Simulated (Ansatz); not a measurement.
## hcp Re

Calculation: PBEsol in Ansatz (PAW).

Run with plane-wave cutoff 500 eV, 20×12×1 k mesh (along the axes of the cell as run), Fermi–Dirac smearing 0.1 eV, scalar-relativistic PAW data made under PBE.

Cell: relaxed at this level.

```
Quantity                                Value
----------------------------------  ---------
surface energy of the (10-10) face  4.46 J/m²
work function of the (10-10) face     4.27 eV
```

The slab of 12 atoms is relaxed and unreconstructed.

Spin–orbit coupling is not included.

Computing time: around 40 core-minutes (rough).

Ansatz is a first-principles code.
